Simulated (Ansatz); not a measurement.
Compare A (`C=C=C(C)S`) with its isomer B (`C=C1CCS1`).

Program: Ansatz. Geometries: PBE0-D4/def2-TZVP. ΔE: electronic, gas phase. CCSD(T)/CBS is the MP2 limit (def2-TZVPP, def2-QZVPP) plus CCSD(T) − MP2 in def2-TZVPP, frozen cores. DFT in def2-TZVPP. One conformer a species, not always the lowest.

Q: Which is lower in electronic energy at CCSD(T)/CBS, and by how much? (Estimate.)

A: Ansatz gave: B, by 56.2 kJ/mol.

Q: Give E(B) − E(A) in kJ/mol with ωB97M-V, HF/def2-TZVPP, r2SCAN-D4, MP2/def2-TZVPP, CCSD/def2-TZVPP, B2PLYP, CCSD(T)/def2-TZVPP. (An estimate is asked.)

A: Ansatz gave: ωB97M-V -57.7, HF/def2-TZVPP -45.5, r2SCAN-D4 -51.7, MP2/def2-TZVPP -61.6, CCSD/def2-TZVPP -55.0, B2PLYP -47.3, CCSD(T)/def2-TZVPP -55.1. None reverses the order clearly.

Largest T1 diagnostic: 0.012.

From PBE to PBE0 (25 % exact exchange), in def2-TZVPP and without D4, E(B) − E(A) moves by −9.7 kJ/mol. In def2-TZVPP, CCSD(T) changes the Hartree–Fock value by −9.6 kJ/mol (the triples alone add −0.1 kJ/mol) and MP2 by −16.1 kJ/mol.
